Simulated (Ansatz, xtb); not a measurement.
## CH6BO+: 3 structures ranked

3 gas-phase structures of CH6BO+, found in a search over its isomers (lower ones may exist). Each was relaxed with GFN2-xTB:

A. `B[OH+]C`, a singlet
B. `BC[OH2+]`, a singlet
C. `CB[OH2+]`, a singlet

Task: Which do you expect lowest at r2SCAN-D4/def2-SVP, and how would the others follow?

Result: Calculated order at r2SCAN-D4/def2-SVP: C (0.000), A (1.077), B (2.143) eV.

Energies above the lowest of each column, in eV; the last columns are at PBE0-D3(BJ)/def2-SVP geometries:

| structure | GFN2-xTB | HF/STO-3G | r2SCAN-D4/def2-SVP | PBE0-D3(BJ)/def2-SVP | CCSD(T)/def2-TZVP |
| --- | --- | --- | --- | --- | --- |
| C | 0.000 | 0.000 | 0.000 | 0.000 | 0.000 |
| A | 0.134 | 0.465 | 1.077 | 0.998 | 0.831 |
| B | 1.709 | 1.986 | 2.143 | 2.145 | 2.099 |

Every level run on C puts it lowest or level with the lowest. Flexible structures stand in one conformer each, not always the lowest.

Programs: Ansatz 0.2.0, xtb 6.7.1.
